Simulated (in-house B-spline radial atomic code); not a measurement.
## Removing the outer electron along the 18-electron series: Cl⁻ to Cr⁶⁺

All numbers come from a B-spline radial code for spherical atoms, all electrons, at the radial basis limit: mean fields, RPA and GW scalar-relativistic (one-electron X2C; non-relativistic for the lightest neutral atoms and singly charged ions), without spin-orbit coupling, Breit or QED terms, open shells spin-polarised at highest spin; Brueckner, CI + MBPT and self-energy runs four-component with Breit and QED terms. References are NIST's ionisation energies and tabulated electron affinities. They run between lowest fine-structure levels, which the runs without spin-orbit coupling average over.

Columns: (a) minus the highest PBE0 level; (b) minus the highest CAM-B3LYP level; (c) minus the highest LC-wPBE level; (d) minus the highest Hartree-Fock level; (e) G0W0 on Hartree-Fock; (f) Dirac-Fock + self-energy with TDHF screening. Each gives computed minus reference, in eV; a star marks a semi-empirical reference. Species are left out where the tabulated value is theory, is uncertain by more than 0.12 eV, or (13 ions, such as In⁴⁺, Te⁴⁺ and Bi⁴⁺) lies off its series for all methods alike, which flatters the means a little. The TDHF-screened form was chosen among four for its agreement on 13 closed-shell atoms.

| species | configuration | reference (eV) | (a) | (b) | (c) | (d) | (e) | (f) |
| --- | --- | --- | --- | --- | --- | --- | --- | --- |
| Cl⁻ | [Ne] 3s2 3p6 | 3.61 | -2.63 | -1.23 | +0.11 | +0.46 | +0.48 | -0.01 |
| Ar | [Ne] 3s2 3p6 | 15.76 | -3.80 | -2.30 | -0.81 | +0.30 | +0.53 | +0.03 |
| K⁺ | [Ne] 3s2 3p6 | 31.62 | -4.72 | -3.20 | -1.70 | +0.21 | +0.55 | +0.03 |
| Ca²⁺ | [Ne] 3s2 3p6 | 50.91 | -5.54 | -4.04 | -2.58 | +0.16 | +0.58 | +0.02 |
| Sc³⁺ | [Ne] 3s2 3p6 | 73.49 | ? | ? | ? | ? | ? | ? |
| Ti⁴⁺ | [Ne] 3s2 3p6 | 99.30 ± 0.01 | -7.05 | -5.62 | -4.34 | +0.12 | +0.66 | -0.01 |
| V⁵⁺ | [Ne] 3s2 3p6 | 128.12 ± 0.03 | -7.61 | -6.22 | -5.06 | +0.27 | +0.86 | +0.11 |
| Cr⁶⁺ | [Ne] 3s2 3p6 | 160.29 ± 0.06* | -8.34 | -7.00 | -5.97 | +0.25 | +0.88 | +0.02 |

Question: What are the differences for Sc³⁺?

Answer: (a) -6.31; (b) -4.84; (c) -3.45; (d) +0.14; (e) +0.62; (f) +0.02 eV.

Question: How do the methods rank over these species?

Answer: Mean absolute differences: Dirac-Fock + self-energy with TDHF screening 0.03 eV; minus the highest Hartree-Fock level 0.24 eV; G0W0 on Hartree-Fock 0.64 eV; minus the highest LC-wPBE level 3.00 eV; minus the highest CAM-B3LYP level 4.31 eV; minus the highest PBE0 level 5.75 eV. One-signed throughout: minus the highest PBE0 level (too low), minus the highest CAM-B3LYP level (too low), minus the highest Hartree-Fock level (too high), G0W0 on Hartree-Fock (too high).
